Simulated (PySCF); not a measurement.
**CH3N**

The system: CH3N, a carbene (divalent C1, bonded to 1 N + 1 H); neutral, triplet. The structure, one conformer, was relaxed in the gas phase by PBE0-D3(BJ)/def2-SVP. No frequency run checks that it is a minimum.

This triplet is an excited state: in a carbene with lone-pair donors on the centre (N) the singlet is known to lie well below it (the gap isn't computed here), so the molecule in its ground state shows no EPR spectrum.

SMILES: [CH]N

Coordinates in Å:
```
C1      0.813   -0.213   -0.291
N2     -0.443    0.098    0.141
H3      1.718   -0.236    0.336
H4     -0.848    0.959   -0.223
H5     -1.129   -0.655    0.121
```

EPR values by unrestricted B3LYP, IGLO-III on C N, pcH-1 on H.

Q: Predict g and the largest hyperfine couplings. Where does the spin sit?

A: g = 2.0022, 2.0024, 2.0027. The zero-field splitting dominates the spectrum: D = 0.56 cm⁻¹, |E| = 0.052 cm⁻¹ (spin-spin and spin-orbit parts, DFT, rough). The spin sits on C1 (89 %, bonded to 1 N + 1 H) by Mulliken populations.
```
atom  isotope  isotropic (MHz)  dipolar, principal values (MHz)
  C1      13C            239.7                -70.3, 12.4, 57.8
  H3       1H             72.3               -23.1, -10.8, 34.0
  H4       1H             58.5                 -9.7, -5.4, 15.1
  H5       1H             58.5                 -9.7, -5.4, 15.1
  N2      14N             -5.0                 -6.7, -6.4, 13.1
```

Q: How do the isotropic couplings move with BHandHLYP?

A: C1 239.7 to 268.3 MHz, H3 72.3 to 68.4 MHz, H4 58.5 to 55.9 MHz, H5 58.5 to 55.8 MHz.
